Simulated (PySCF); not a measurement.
nitrogen (N₂), SMILES N#N.

Coordinates come from a PBE0-D3(BJ)/def2-TZVPD optimisation.

All values below come from PBE0-D3(BJ)/def2-TZVPD in PySCF 2.14.0.

Frequencies are harmonic and unscaled.

| mode | ν (cm⁻¹) | IR (km/mol) | moving atoms (share of kinetic energy) |
|---|---|---|---|
| 1 | 2485 | 0.0 | N 100 % |
